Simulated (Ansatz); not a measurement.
Basis-set extrapolation for C$_{3}$H$_{7}$NOS (`CO/C(S)=C/N`) (PBE0-D4/def2-TZVP geometry, frozen core, Ansatz). Multiplicity 1, RHF reference.

|  | def2-TZVPP | def2-QZVPP |
| --- | --- | --- |
| HF | -644.588993 | -644.611744 |
| MP2 correlation | -1.122328 | -1.204331 |
| CCSD(T) correlation | -1.218046 | not run |

Energies in hartree. Use E(X) = E(∞) + A·exp(−7.88·√X) for Hartree–Fock and E(X) = E(∞) + B·X^(−2.97) for correlation, with X = 3 and 4, and add CCSD(T) minus MP2 of the smaller set to the MP2 limit.

Task: What is the CCSD(T) energy at the basis-set limit?

Result: HF limit: -644.611744 + (-0.022751) × 0.13774 = -644.61488. MP2 limit: -1.204331 + (-0.082003) × 0.74074 = -1.26507. Higher-order term: -1.218046 − (-1.122328) = -0.09572. Total: -645.97567 hartree, 442.7 kJ/mol below CCSD(T)/def2-TZVPP.
